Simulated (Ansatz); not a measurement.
**Al₂F+ (quintet): wave-function methods side by side, cc-pVTZ**

An exercise on one series of results from a longer session: the logs are not shown, and one member is left open.

Method: cc-pVTZ, core rule «outside noble gas», up to 11 orbitals frozen; program: Ansatz 0.2.0, Gaussian basis.

Plan: UHF; CCSD(T) on ROHF; CCSD(T) on UHF; BCCD(T) on ROHF; CCSDT(Q) on ROHF; CCSDT(Q) on UHF.

10 further runs of the same task are left out: 5 for a known fault of the program, 5 set aside as unsound or not needed.

## The geometry

The geometry is a PBE0/def2-TZVP stationary point (not a proven minimum) of the parent state, kept for this charge and spin.

3 atoms, charge 1, spin multiplicity 5.

Atoms are counted from 1 here; the program's logs count them from 0.

Bond lengths: Al1–Al2 2.338 Å, Al2–F3 1.647 Å. Angles: Al1–Al2–F3 180.0°.

Coordinates:

```xyz
3
Al2F
Al    0.0000    0.0000    2.1078
Al    0.0000    0.0000   -0.2304
F     0.0000    0.0000   -1.8774
```

The first run:

File in.yaml:

```yaml
crystal:
  periodic: [false, false, false]
  atoms:
    - {symbol: Al, position_ang: [0.000000, 0.000000, 2.107800]}
    - {symbol: Al, position_ang: [0.000000, 0.000000, -0.230400]}
    - {symbol: F, position_ang: [0.000000, 0.000000, -1.877400]}
basis:
  gaussian: {orbitals: cc-pVTZ}
total_charge: 1
magnetization: {spin_polarized: true, initial_magnetization: 4}
hamiltonian: {xc: hf}
output: {orbitals: {seedname: orbitals}}
```

On the command line:

```console
ansatz run in.yaml --threads 1 --pin off --events-out ev --progress --plain --max-ram 2560MiB --backend cpu
```

Steps of the session up to this table: UHF; CCSD(T) on ROHF; CCSD(T) on UHF; BCCD(T) on ROHF; CCSDT(Q) on ROHF; CCSDT(Q) on UHF.

One table of the session follows, with a row left open; its other results are not shown here.

| method | from UCCSDT(Q) (kcal/mol) |
| --- | --- |
| ROHF | +202.40 |
| UHF | +202.22 |
| RMP2 | +11.55 |
| UMP2 | +11.42 |
| RCCSD | +6.93 |
| UCCSD | +6.84 |
| RCCSD(T) | ? |
| UCCSD(T) | +0.58 |
| BCCD(T) | +0.58 |
| RCCSDT | +0.35 |
| UCCSDT | +0.26 |
| RCCSDT(Q) | +0.20 |
| UCCSDT(Q) | 0 |

**Question.** Estimate the row for RCCSD(T).

**Answer.** from UCCSDT(Q) (kcal/mol): +0.67. In the column «from UCCSDT(Q) (kcal/mol)» it lies between BCCD(T) (+0.58) and UCCSD (+6.84).

Caveats from the session: Restricted and unrestricted rows rest on different reference determinants; where their highest levels disagree by more than a few hundredths of an eV, they describe different states and don't form one ladder.
